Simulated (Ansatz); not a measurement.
Ansatz (a first-principles code) input (B3LYP/def2-SVP):

Ansatz 0.2 input:
```yaml
crystal:
  periodic: [false, false, false]
  atoms:
    - {symbol: C, position_ang: [0.63874074, 1.89342072, 0.00195313]}
    - {symbol: C, position_ang: [0.70759502, 0.41078658, -0.00085840]}
    - {symbol: C, position_ang: [-0.67868192, -0.27216770, 0.00012135]}
    - {symbol: C, position_ang: [-0.57821489, -1.79458016, -0.00101925]}
    - {symbol: H, position_ang: [-1.56665414, -2.25771799, 0.00015324]}
    - {symbol: H, position_ang: [0.51105224, 2.44129269, 0.92609949]}
    - {symbol: H, position_ang: [0.56597606, 2.44963775, -0.92296600]}
    - {symbol: H, position_ang: [-0.04027726, -2.15383375, 0.87959394]}
    - {symbol: H, position_ang: [-0.04295922, -2.15268690, -0.88372300]}
    - {symbol: H, position_ang: [1.25830305, 0.06017311, -0.88002076]}
    - {symbol: H, position_ang: [1.25857447, 0.05724931, 0.87754096]}
    - {symbol: H, position_ang: [-1.24137110, 0.06620165, -0.87423145]}
    - {symbol: H, position_ang: [-1.23927780, 0.06492752, 0.87637274]}
basis:
  gaussian:
    orbitals: def2-SVP
hamiltonian:
  xc: {name: B3LYP}
magnetization: {spin_polarized: true, initial_magnetization: 1}
output: {forces: true}
```

Output:

```
WARN ansatz: RAYON_NUM_THREADS=1 ignored (pool sized by the plan → 1); use --threads N
Functional definition: B3LYP
integrals: 0.06 GiB planned
1051 factors; integrals over basis functions are off by at most 1.5e-3 eV
mean field: 0.51 GiB planned
mean field evaluation 1: about -4281.7464 eV, gradient 4.0e1 eV
mean field evaluation 2: about -4278.2879 eV, gradient 4.7e1 eV
mean field evaluation 4: about -4290.1918 eV, gradient 1.8e0 eV
mean field evaluation 8: about -4290.4334 eV, gradient 8.8e-2 eV
mean field evaluation 16: about -4290.4335 eV, gradient 8.5e-5 eV
mean field -4290.43345183 eV, -157.6705211944 hartree, gradient 8.5e-5 eV, S^2 0.753710; 0 other end points of the search recorded, 0 dependent functions left out
the calculation of the forces begins
reference -4290.43367575 eV, -157.6705294235 hartree; 17, 16 occupied and 84, 85 virtual orbitals, 1051 factors
Total energy: -4290.43367575 eV, -157.6705294235 hartree
Atom 0 at     0.638741     1.893421     0.001953 Å, force     0.127603    -0.201558     0.001402 eV/Å
Atom 1 at     0.707595     0.410787    -0.000858 Å, force    -0.290030     0.137048     0.000694 eV/Å
Atom 2 at    -0.678682    -0.272168     0.000121 Å, force     0.316781    -0.220808    -0.000532 eV/Å
Atom 3 at    -0.578215    -1.794580    -0.001019 Å, force    -0.066396     0.277441     0.000554 eV/Å
Atom 4 at    -1.566654    -2.257718     0.000153 Å, force    -0.308995    -0.170402     0.000295 eV/Å
Atom 5 at     0.511052     2.441293     0.926099 Å, force    -0.054459     0.226635     0.369330 eV/Å
Atom 6 at     0.565976     2.449638    -0.922966 Å, force    -0.033347     0.231415    -0.370536 eV/Å
Atom 7 at    -0.040277    -2.153834     0.879594 Å, force     0.167801    -0.134741     0.272891 eV/Å
Atom 8 at    -0.042959    -2.152687    -0.883723 Å, force     0.167036    -0.134446    -0.273591 eV/Å
Atom 9 at     1.258303     0.060173    -0.880021 Å, force     0.185303    -0.116369    -0.267688 eV/Å
Atom 10 at     1.258574     0.057249     0.877541 Å, force     0.184493    -0.116788     0.266788 eV/Å
Atom 11 at    -1.241371     0.066202    -0.874231 Å, force    -0.198175     0.111560    -0.271515 eV/Å
Atom 12 at    -1.239278     0.064928     0.876373 Å, force    -0.197614     0.111012     0.271907 eV/Å
Dipole moment:    -0.036154    -0.053898    -0.000696 e Å
```
